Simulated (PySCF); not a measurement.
**CH at PBE0**

Computed with PBE0; basis H def2-TZVP, C def2-TZVP; no relativity; PySCF 2.14.

```json
{"state": "⁴Σ⁻ (quartet), unpaired electrons σ ↑, π ↑↑, a second solution, started from another occupation", "bond length": "1.089 Å", "harmonic wavenumber": "3140 cm⁻¹", "force constant": "5.40 mdyn/Å", "rotational constant Be": "15.28 cm⁻¹", "anharmonicity ωexe": "68.8 cm⁻¹", "vibration–rotation constant αe": "0.523 cm⁻¹", "energy of the minimum from ground-state H + C": "-3.04 eV", "bond order (Mayer)": "0.94", "dipole moment (positive dipole means H(−)C(+))": "-0.70 D"}
```
